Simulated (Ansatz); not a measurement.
System: CH2F, charge 0, multiplicity 2. It need not be the lowest isomer of its formula. 
Coordinates optimised at B3LYP-D3(BJ)/def2-TZVP (Ansatz, a quantum-chemistry and plane-wave program):
```xyz
4

C     -0.0106     0.4978     0.4277
F      0.0121    -0.4855    -0.4825
H     -0.9803     0.6938     0.8618
H      0.9347     0.6892     0.9145
```
Charge 0, spin multiplicity 2.

Atomisation energy built up term by term with Ansatz (kcal/mol; UHF references for open shells; valence terms freeze the core; atomic spin-orbit terms are left out). CBS(X,Y): correlation extrapolated as X^-3; Hartree-Fock from the larger set.

| term | basis | kcal/mol |
|---|---|---|
| Hartree-Fock | cc-pVQZ | … |
| CCSD correlation | CBS(cc-pVTZ,cc-pVQZ) | 78.89 |
| (T) | CBS(cc-pVTZ,cc-pVQZ) | … |
| CCSDT - CCSD(T) | cc-pVDZ | 0.11 |
| core correlation | cc-pwCVTZ | 1.06 |
| scalar relativity (X2C) | cc-pVTZ-DK against cc-pVTZ | -0.35 |
| sum: De |  | … |

Question: Fill in the missing entries.

Answer: 
- Hartree-Fock, kcal/mol: 229.34
- (T), kcal/mol: 4.84
- sum: De, kcal/mol: 313.9
